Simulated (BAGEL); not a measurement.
# A workflow on SiH4O2 (SMILES O[SiH2]O)

We compute a single-point energy (HF/cc-pVDZ), then a single-point energy (NEVPT2(2,2)/cc-pVDZ), then the energy (CASPT2(2,2)/cc-pVDZ) of SiH4O2. 

Program for the calculation: BAGEL 1.2.2.

2 further runs of the same task are left out: 2 set aside as unsound or not needed.

### Step 1. Starting point

The species is SiH4O2 (7 atoms), meant as a singlet with charge 0. SMILES: `O[SiH2]O`. The Si2–H6 distance was set to 2.000 Å, away from the relaxed value. At this shape a bond of the SMILES string is far longer than usual.

Bond lengths: O1–Si2 1.642 Å, Si2–O3 1.642 Å, O1–H4 0.958 Å, Si2–H5 1.481 Å, O3–H7 0.958 Å. Angles: O1–Si2–O3 113.5°, O1–Si2–H5 111.5°, O3–Si2–H5 103.9°, Si2–O1–H4 117.7°, Si2–O3–H7 117.7°. A long bond or contact: Si2–H6 2.000 Å.

### Step 2. A single-point energy at HF/cc-pVDZ (density fitting with svp-jkfit) (run 1)

The input, job.json:

```json
{ "bagel" : [

{
  "title" : "molecule",
  "basis" : "cc-pvdz.json",
  "df_basis" : "svp-jkfit",
  "angstrom" : false,
  "geometry" : [
    { "atom" : "O", "xyz" : [    -2.43189611,    -0.87528524,    -1.53764180 ] },
    { "atom" : "Si", "xyz" : [     0.28280885,     0.38340464,    -0.71821876 ] },
    { "atom" : "O", "xyz" : [     2.59322581,    -1.67787082,    -0.52183842 ] },
    { "atom" : "H", "xyz" : [    -2.56703042,    -1.57773423,    -3.20137558 ] },
    { "atom" : "H", "xyz" : [     1.18092009,     2.21800746,    -2.63175543 ] },
    { "atom" : "H", "xyz" : [    -0.43331420,     1.98205814,     2.62970508 ] },
    { "atom" : "H", "xyz" : [     2.48925308,    -2.93930080,     0.77337987 ] }
  ]
},

{ "title" : "hf" },

{ "title" : "print", "file" : "orbitals.molden", "orbitals" : true }

]}
```

The basis set cc-pVDZ is read from a file made from the Basis Set Exchange's data (not shown).

Run with:

```
$ BAGEL_NUM_THREADS=1 BAGEL job.json > job.out
```

Standard output:

```text
* using 1 threads per process

  ===============================================================
  ===============================================================

  *** Geometry ***

  { "atom" : "O", "xyz" : [     -2.431896,     -0.875285,     -1.537642 ] },
  { "atom" : "Si", "xyz" : [      0.282809,      0.383405,     -0.718219 ] },
  { "atom" : "O", "xyz" : [      2.593226,     -1.677871,     -0.521838 ] },
  { "atom" : "H", "xyz" : [     -2.567030,     -1.577734,     -3.201376 ] },
  { "atom" : "H", "xyz" : [      1.180920,      2.218007,     -2.631755 ] },
  { "atom" : "H", "xyz" : [     -0.433314,      1.982058,      2.629705 ] },
  { "atom" : "H", "xyz" : [      2.489253,     -2.939301,      0.773380 ] },

  Number of auxiliary basis functions:      354

  Since a DF basis is specified, we compute 2- and 3-index integrals:
    o Being stored without compression. Storage requirement is 0.012 GB

  Number of basis functions:       66
  Number of electrons      :       34

    * METHOD: MOLECULE                             0.10

  *** RHF ***

  === Nuclear Repulsion ===
   118.6218764311

      * DIIS with orbital gradients will be used.

  === RHF iteration (cc-pvdz.json) ===
      0       -440.72846693          0.02349846           0.02
      1       -440.90824348          0.01634521           0.02
      2       -441.01987756          0.00141340           0.02
      3       -441.02102563          0.00028085           0.02
      4       -441.02106968          0.00008033           0.02
      5       -441.02107338          0.00002904           0.02
      6       -441.02107382          0.00001223           0.02
      7       -441.02107392          0.00000236           0.02
      8       -441.02107393          0.00000078           0.02
      9       -441.02107393          0.00000019           0.02
     10       -441.02107393          0.00000005           0.02
     11       -441.02107393          0.00000002           0.02
     12       -441.02107393          0.00000000           0.02
    * SCF iteration converged.

    * Permanent dipole moment:
           (   -0.035236,     0.575041,     0.458390) a.u.

    * METHOD: HF                                   0.38

    * METHOD: PRINT                                0.01

  ===============================================================
```

It took 0.6 s on 1 thread of Arm Neoverse V2, shared host; peak memory 0.15 GiB.

### Step 3. A single-point energy at NEVPT2(2,2)/cc-pVDZ (density fitting with svp-jkfit) (run 2)

The input, calc.json:

```json
{ "bagel" : [

{
  "title" : "molecule",
  "basis" : "cc-pvdz.json",
  "df_basis" : "svp-jkfit",
  "geometry" : [
    { "atom" : "O", "xyz" : [ -2.43189611, -0.87528524, -1.53764180 ] },
    { "atom" : "Si", "xyz" : [  0.28280885,  0.38340464, -0.71821876 ] },
    { "atom" : "O", "xyz" : [  2.59322581, -1.67787082, -0.52183842 ] },
    { "atom" : "H", "xyz" : [ -2.56703042, -1.57773423, -3.20137558 ] },
    { "atom" : "H", "xyz" : [  1.18092009,  2.21800746, -2.63175543 ] },
    { "atom" : "H", "xyz" : [ -0.43331420,  1.98205814,  2.62970508 ] },
    { "atom" : "H", "xyz" : [  2.48925308, -2.93930080,  0.77337987 ] }
  ]
},
{
  "title" : "hf",
  "charge" : 0
},
{
  "title" : "nevpt2",
  "nstate" : 1,
  "nact" : 2,
  "nclosed" : 16,
  "charge" : 0,
  "active" : [17, 18],
  "maxiter" : 200,
  "natocc" : true,
  "ncore" : 7
},
{
  "title" : "print",
  "file" : "orbitals.molden",
  "orbitals" : true
}

]}
```

The basis set cc-pVDZ is read from a file made from the Basis Set Exchange's data (not shown).

Run with:

```
$ BAGEL_NUM_THREADS=1 BAGEL calc.json > calc.out
```

Standard output:

```text
* using 1 threads per process

  ===============================================================
  ===============================================================

  *** Geometry ***

  { "atom" : "O", "xyz" : [     -2.431896,     -0.875285,     -1.537642 ] },
  { "atom" : "Si", "xyz" : [      0.282809,      0.383405,     -0.718219 ] },
  { "atom" : "O", "xyz" : [      2.593226,     -1.677871,     -0.521838 ] },
  { "atom" : "H", "xyz" : [     -2.567030,     -1.577734,     -3.201376 ] },
  { "atom" : "H", "xyz" : [      1.180920,      2.218007,     -2.631755 ] },
  { "atom" : "H", "xyz" : [     -0.433314,      1.982058,      2.629705 ] },
  { "atom" : "H", "xyz" : [      2.489253,     -2.939301,      0.773380 ] },

  Number of auxiliary basis functions:      354

  Since a DF basis is specified, we compute 2- and 3-index integrals:
    o Being stored without compression. Storage requirement is 0.012 GB

  Number of basis functions:       66
  Number of electrons      :       34

    * METHOD: MOLECULE                             0.09

  *** RHF ***

  === Nuclear Repulsion ===
   118.6218764311

      * DIIS with orbital gradients will be used.

  === RHF iteration (cc-pvdz.json) ===
      0       -440.72846693          0.02349846           0.02
      1       -440.90824348          0.01634521           0.02
      2       -441.01987756          0.00141340           0.02
      3       -441.02102563          0.00028085           0.02
      4       -441.02106968          0.00008033           0.02
      5       -441.02107338          0.00002904           0.02
      6       -441.02107382          0.00001223           0.02
      7       -441.02107392          0.00000236           0.02
      8       -441.02107393          0.00000078           0.02
      9       -441.02107393          0.00000019           0.02
     10       -441.02107393          0.00000005           0.02
     11       -441.02107393          0.00000002           0.02
     12       -441.02107393          0.00000000           0.02
    * SCF iteration converged.

    * Permanent dipole moment:
           (   -0.035236,     0.575041,     0.458390) a.u.

    * METHOD: HF                                   0.38

    * freezing 7 orbitals
  ---------------------------
      CASSCF calculation
  ---------------------------

    ==== Active orbitals : =====
         Orbital 17
         Orbital 18
    ============================

    * nstate   :      1
    * nclosed  :     16
    * nact     :      2
    * nvirt    :     48
  === CASSCF iteration (cc-pvdz.json) ===

    * Using the second-order algorithm

      0  0      -441.02939603     1.47e-03      0.01

      1  0      -441.04051669     1.36e-03      0.12

      2  0      -441.04543315     5.36e-04      0.12

      3  0      -441.04567572     1.60e-04      0.13

      4  0      -441.04568484     4.16e-05      0.12

      5  0      -441.04568528     1.01e-05      0.13

      6  0      -441.04568531     2.37e-06      0.13

      7  0      -441.04568531     5.55e-07      0.13

      8  0      -441.04568531     1.29e-07      0.12

      9  0      -441.04568531     3.01e-08      0.12

     10  0      -441.04568531     7.02e-09      0.11

    * Second-order optimization converged. *

     guess   0:   closed 1.                   open ..

  === FCI iteration ===

      0  0      -441.02022655     7.04e-02      0.00
      1  0      -441.04567900     9.12e-04      0.00
      2  0 *    -441.04568531     6.81e-16      0.00

     * ci vector, state   0, <S^2> = 0.0000
       2.     0.9840599549
       .2    -0.1778370183

  === DF-NEVPT2 calculation ===

    * 3-index integral transformation done
    * assembly done

      NEVPT2 correlation energy:   -0.4602169817      0.07

          (+0)     -0.4281689708
          (+0)'    -0.0033824377
          (+1)     -0.0103797487
          (+1)'    -0.0000000000
          (+2)     -0.0002205398
          (-1)     -0.0116349512
          (-1)'     0.0000000000
          (-2)     -0.0064303335

      NEVPT2 total energy:       -441.5059022901

    * METHOD: NEVPT2                               1.43

    * METHOD: PRINT                                0.01

  ===============================================================
```

Run time: 2 s. Hardware: 1 thread of Arm Neoverse V2, shared host; peak memory 0.15 GiB.

### Step 4. A single-point energy at CASPT2(2,2)/cc-pVDZ (density fitting with svp-jkfit) (run 3)

job.json, as its differences from that of step 2:

```diff
@@ -6,3 +6,2 @@
   "df_basis" : "svp-jkfit",
-  "angstrom" : false,
   "geometry" : [
@@ -20,3 +19,7 @@
 
-{ "title" : "print", "file" : "orbitals.molden", "orbitals" : true }
+{ "title" : "casscf", "nstate" : 1, "nact" : 2, "nclosed" : 16, "active" : [17, 18], "maxiter" : 200, "natocc" : true },
+
+{ "title" : "print", "file" : "orbitals.molden", "orbitals" : true },
+
+{ "title" : "smith", "method" : "caspt2", "ms" : true, "xms" : true, "sssr" : true, "shift" : 0.2, "shift_imag" : true, "ncore" : 7 }
```

The basis set cc-pVDZ is read from a file made from the Basis Set Exchange's data (not shown).

Run with:

```
$ BAGEL_NUM_THREADS=1 BAGEL job.json > job.out
```

Standard output:

```text
* using 1 threads per process

  ===============================================================
  ===============================================================

  *** Geometry ***

  { "atom" : "O", "xyz" : [     -2.431896,     -0.875285,     -1.537642 ] },
  { "atom" : "Si", "xyz" : [      0.282809,      0.383405,     -0.718219 ] },
  { "atom" : "O", "xyz" : [      2.593226,     -1.677871,     -0.521838 ] },
  { "atom" : "H", "xyz" : [     -2.567030,     -1.577734,     -3.201376 ] },
  { "atom" : "H", "xyz" : [      1.180920,      2.218007,     -2.631755 ] },
  { "atom" : "H", "xyz" : [     -0.433314,      1.982058,      2.629705 ] },
  { "atom" : "H", "xyz" : [      2.489253,     -2.939301,      0.773380 ] },

  Number of auxiliary basis functions:      354

  Since a DF basis is specified, we compute 2- and 3-index integrals:
    o Being stored without compression. Storage requirement is 0.012 GB

  Number of basis functions:       66
  Number of electrons      :       34

    * METHOD: MOLECULE                             0.10

  *** RHF ***

[... 11 lines left out ...]
    * SCF iteration converged.
[... 1 line left out ...]
    * Permanent dipole moment:
[... 27 lines left out ...]
    * Second-order optimization converged. *
[... 9 lines left out ...]
     * ci vector, state   0, <S^2> = 0.0000
[... 16 lines left out ...]
    * Zeroth order energy : state  0       -0.7780721206

    * CASPT2 iteration is performed using orthogonal basis

      -------------------------------------------  CASPT2 iteration  ---------------------------------------------------
       #      aibj      arbs      arbi      airj      risj      airs      arst      rist         Etot      error   time
      ------------------------------------------------------------------------------------------------------------------

       0  -0.42770  -0.00785  -0.01199  -0.01132  -0.00034  -0.00303  -0.00000  -0.00000   -0.4622229  0.0009371   0.03
       1  -0.42781  -0.00788  -0.01200  -0.01145  -0.00035  -0.00308   0.00000  -0.00000   -0.4625722  0.0001296   0.03
       2  -0.42781  -0.00788  -0.01201  -0.01145  -0.00035  -0.00307  -0.00000  -0.00000   -0.4625781  0.0000250   0.03
       3  -0.42781  -0.00788  -0.01201  -0.01145  -0.00035  -0.00308   0.00000  -0.00000   -0.4625783  0.0000048   0.03
       4  -0.42781  -0.00788  -0.01201  -0.01145  -0.00035  -0.00308   0.00000  -0.00000   -0.4625783  0.0000008   0.03

      ------------------------------------------------------------------------------------------------------------------

    * CASPT2 energy : state  0     -441.5099861606
        w/o shift correction       -441.5082636478
        reference weight              0.8853637613

    * METHOD: SMITH                                0.22

  ===============================================================
```

It took 2.1 s on 1 thread of Arm Neoverse V2, shared host; peak memory 0.15 GiB.

### Step 5. Summary of results

```
                                quantity          value
         run 1, HF/cc-pVDZ: total energy  -441.02107 Eh
        run 1, HF/cc-pVDZ: dipole moment         1.87 D
          run 1, HF/cc-pVDZ: HOMO energy      -10.92 eV
          run 1, HF/cc-pVDZ: LUMO energy        3.95 eV
        run 1, HF/cc-pVDZ: HOMO–LUMO gap       14.86 eV
run 2, NEVPT2(2,2)/cc-pVDZ: total energy  -441.50590 Eh
run 3, CASPT2(2,2)/cc-pVDZ: total energy  -441.50999 Eh
```
